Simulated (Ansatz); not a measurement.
`FC/C=C/CF`, relaxed with RKS PBE-D4/def2-SVP in Ansatz from a rough embedded geometry. The force threshold is 0.03 eV/Å; the program also tests the step.

Charge 0, multiplicity 1.

Start:

```xyz
12

F    -1.168    2.322   -1.141
C    -1.383    0.967   -0.968
C    -0.489    0.446    0.061
C     0.468   -0.540   -0.089
C     1.390   -1.045    0.958
F     1.125   -0.441    2.178
H    -1.231    0.476   -1.963
H    -2.410    0.810   -0.676
H    -0.565    0.919    1.040
H     0.549   -0.973   -1.130
H     2.446   -0.837    0.661
H     1.268   -2.105    1.069
```

Question: By how much does the energy fall, and how many steps does the optimiser take? (An estimate is asked.)

Answer: The calculation gave: 16.23 kJ/mol, in 4 steps.

Question: Which bonds change most? (Best estimate.)

Answer: Ansatz gave: C5–H12 from 1.073 to 1.117 Å; C3–C4 from 1.382 to 1.345 Å; C2–H8 from 1.079 to 1.116 Å; C2–C3 from 1.460 to 1.495 Å.

Question: Give the relaxed structure. (An estimate is asked.)

Answer: The calculation gave: 
```xyz
12

F    -1.260    2.348   -1.134
C    -1.375    0.969   -0.980
C    -0.446    0.472    0.080
C     0.462   -0.500   -0.115
C     1.367   -1.035    0.950
F     1.172   -0.405    2.164
H    -1.165    0.476   -1.956
H    -2.433    0.749   -0.706
H    -0.538    0.928    1.081
H     0.576   -0.965   -1.112
H     2.434   -0.905    0.645
H     1.204   -2.132    1.083
```
